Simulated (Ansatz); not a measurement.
Predict the output of the script below (the Ansatz DFT code, driven from Python).

Script `c2h2fno.py`:
```python
"""Vertical spin-state energies of C2H2FNO."""

from dataclasses import dataclass
import warnings

import ansatz


@dataclass(frozen=True)
class Options:
    basis_set: str = "def2-SVP"
    functional: str = "b3lyp"
    dispersion: str = "d4"


settings = Options()

GEOMETRY = """
N    -1.03260   -0.23950    1.26330
C    -0.31310    0.07010    0.28590
O     0.06730    1.10530   -0.41750
C     0.64570   -0.32690   -0.70710
F     1.89960   -0.60560   -0.42820
H    -1.48620    0.70070    1.58990
H     0.28060   -0.77220   -1.63190
"""

warnings.simplefilter("ignore", ansatz.DeckWarning)

c2h2fno = ansatz.Crystal.molecule()
for line in GEOMETRY.strip().splitlines():
    symbol, *xyz = line.split()
    c2h2fno = c2h2fno.atom(symbol, [float(v) for v in xyz])

calculation = (
    c2h2fno.calculation()
    .basis(gaussian=settings.basis_set)
    .functional(settings.functional, dispersion=settings.dispersion)
)
found = {}
for unpaired in [0, 2]:
    summary = calculation.spin("collinear", total=unpaired).run().report
    s = unpaired / 2
    found[unpaired] = summary["free_energy_ev"]
    print(f"2S+1 = {unpaired + 1}: E = {found[unpaired]:.5f} eV, <S^2> = {abs(summary['mean_field']['state']['spin_squared']):.3f} (pure state {s * (s + 1):.2f})")
lowest = min(found, key=found.get)
for unpaired, e in found.items():
    print(f"multiplicity {unpaired + 1}: {23.060548 * (e - found[lowest]):.1f} kcal/mol above the lowest")
```

```console
$ python c2h2fno.py
2S+1 = 1: E = -8351.70498 eV, <S^2> = 0.000 (pure state 0.00)
2S+1 = 3: E = -8346.43563 eV, <S^2> = 2.007 (pure state 2.00)
multiplicity 1: 0.0 kcal/mol above the lowest
multiplicity 3: 121.5 kcal/mol above the lowest
```

In order: multiplicity 1 (+0.00 eV) and multiplicity 3 (+5.27 eV), all at the one geometry.

What to keep in mind:
- Total energies depend on the basis set; only differences at equal settings carry meaning.
- The geometry is a force-field or estimated start, not a minimum of this method, and the basis set is short of its limit. All parts are taken at fixed geometry, without zero-point energy.
- b3lyp holds the VWN-RPA fit, as in Gaussian; the form of ORCA and Turbomole is b3lyp5.
- Finished in 10 s on 1 thread of Arm Neoverse V1, with other jobs on the host, peak memory 0.25 GiB.
